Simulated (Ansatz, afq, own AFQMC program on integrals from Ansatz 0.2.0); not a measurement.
## AlSiH2, quartet: AFQMC among the cluster methods

```xyz
4

Si    0.0000    0.0000    1.2493
Al    0.0000    0.0000   -1.1594
H     0.0000    1.4055   -1.8880
H     0.0000   -1.4055   -1.8880
```

Connectivity, by distances: Si–AlH2.

Basis cc-pVDZ. Only valence electrons are correlated. AFQMC by an in-house program on the Cholesky factors that Ansatz 0.2.0 writes for its CCSD(T) run. The CISD trial takes its coefficients from CCSD amplitudes. Released means that phaseless walkers are propagated on without the constraint, phases kept. Free AFQMC starts from the CCSD state and is never constrained. Its projection time is finite, and what remains of the start isn't in its error. Error bars are statistical, one sigma.

Determinant: UHF, the one that the program's search chose, which needn't be the lowest solution. The geometry is a PBE0/def2-TZVP stationary point of this or a neighbouring charge and spin state.

No full CI on the walks' own integrals is used here; CCSDT(Q) serves as the reference and is uncertain by about the last step of the cluster series.

Cautions: lower spins were not checked; the ph-AFQMC/CISD walk drifts between its halves (2.3 errors).

```
T1 diagnostic                               : 0.0278
weight of the determinant in the CISD state : 0.880
⟨S²⟩ of the determinant                     : 3.753
size of the correlated space                : 9 electrons in 36 orbitals
```

```csv
level,correlation energy (eV)
MP2,-3.1451
CCSD,-4.0753
CCSD(T),-4.1856
```

**Question.** Estimate where phaseless AFQMC with the Hartree–Fock trial lies against CCSD(T) on the same integrals.

**Answer.** 66.6 ± 33.7 meV below CCSD(T). The gap is under twice the noise, so this walk alone can't tell the two apart.

Reference: CCSDT(Q), correlation energy -4.224 eV. The released energy is read at 2.40 1/Eh (meV from the phaseless value at times in 1/Eh: 9 ± 9 at 0.24, 5 ± 9 at 0.51, 6 ± 9 at 0.99, 9 ± 10 at 1.62, -8 ± 10 at 2.40).

```csv
level,E − E(reference) (meV),share of correlation (%)
CCSD(T),38.6,99.09
CCSDT,6.2,99.85
ph-AFQMC/HF,-28.0 ± 33.7,100.66
ph-AFQMC/CISD,-14.0 ± 9.2,100.33
released AFQMC,-22.4 ± 9.5,100.53
free AFQMC,3.5 ± 9.9,99.92
```

Free projections are given only where their last times agree within the noise and don't stop above the reference; a slow remainder of the start can still hide under it. A walk keeps the symmetry of its determinant, which the program's search chose and which needn't be the lowest solution, so a lower state of the same spin and another symmetry isn't excluded. Released energies are given only where the last usable release times agree within the noise; a slower fall can still hide under it.
